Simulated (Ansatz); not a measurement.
# singlet C3: levels of theory in one basis

```yaml
atoms:
  - { symbol: C, position_ang: [0.0000, 0.0000, -1.4267] }
  - { symbol: C, position_ang: [0.0000, 0.0000, 0.0000] }
  - { symbol: C, position_ang: [0.0000, 0.0000, 1.4267] }
```

Basis set: def2-SVP (spherical functions). Frozen core: 3 orbitals. Charge 0, multiplicity 1.

Computed with Ansatz (development build ahead of 0.2.0); each method stands on the lowest determinant of its kind that the runs found.

```csv
method,E − E(RHF) (eV),<S²> of the determinant
RHF,0.00,–
UHF,-0.31,0.76
RHF-MP2,-9.61,–
UHF-MP2,-8.66,0.76
RHF-CCSD(T),-10.84,–
UHF-CCSD(T),-10.64,0.76
UHF-CCSDT(Q),-11.01,0.76
```

Problem. What does RHF-CCSDT(Q) give on the same scale?

Solution. -10.94 eV.

Caution for RHF, RHF-MP2, RHF-CCSD(T), RHF-CCSDT(Q): an unrestricted determinant lies well below. Caution for UHF, UHF-MP2, UHF-CCSD(T), UHF-CCSDT(Q): the unrestricted determinant is spin contaminated; the determinant may break the point group. Caution for UHF-MP2, UHF-CCSD(T): another reference gives a lower total. Caution for RHF-CCSD(T), UHF-CCSD(T): the program doubts this total.
